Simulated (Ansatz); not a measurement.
C₃H₅FOS (`CSC1(F)CO1`), one more setting.

```yaml
crystal:
  periodic: [false, false, false]
  atoms:
    - {symbol: C, position_ang: [-0.800609, -1.036036, 1.499071]}
    - {symbol: S, position_ang: [0.542118, -1.172542, 0.305629]}
    - {symbol: C, position_ang: [0.114682, 0.196548, -0.729647]}
    - {symbol: F, position_ang: [-1.039406, 0.007758, -1.418665]}
    - {symbol: C, position_ang: [1.117337, 1.068547, -1.314601]}
    - {symbol: O, position_ang: [0.244791, 1.483898, -0.249502]}
    - {symbol: H, position_ang: [-0.637759, -1.823723, 2.234514]}
    - {symbol: H, position_ang: [-1.765292, -1.190173, 1.017562]}
    - {symbol: H, position_ang: [-0.770798, -0.067649, 1.997778]}
    - {symbol: H, position_ang: [2.162619, 0.960391, -1.042151]}
    - {symbol: H, position_ang: [0.897718, 1.515983, -2.279288]}
basis:
  gaussian: {orbitals: aug-pcseg-2}
hamiltonian: {xc: {name: revPBE}}
accuracy: high
```

```sh
$ ansatz run in.yaml --threads 4 --pin off --events-out ev --progress --plain --max-ram 10444MiB
```

Output, abridged:

```
Functional definition: revPBE
6030 factors; integrals over basis functions are off by at most 3.9e-9 eV
mean field evaluation 1: about -18777.6014 eV, gradient 7.5e1 eV
mean field evaluation 2: about -18755.1812 eV, gradient 1.2e2 eV
mean field evaluation 4: about -18789.7589 eV, gradient 1.2e1 eV
mean field evaluation 8: about -18790.0241 eV, gradient 9.9e-1 eV
mean field evaluation 16: about -18790.0260 eV, gradient 1.0e-4 eV
mean field -18790.02595462 eV, -690.5207174951 hartree, gradient 2.7e-8 eV, S^2 0.000000; 0 other end points of the search recorded, 0 dependent functions left out
reference -18790.02596461 eV, -690.5207178622 hartree; 28, 28 occupied and 367, 367 virtual orbitals, 6030 factors
Total energy: -18790.02596461 eV, -690.5207178622 hartree
```

Hardware: 4 threads of an Arm Neoverse V2 on a shared host. Wall time 57 s, peak host memory 5.5 GiB.
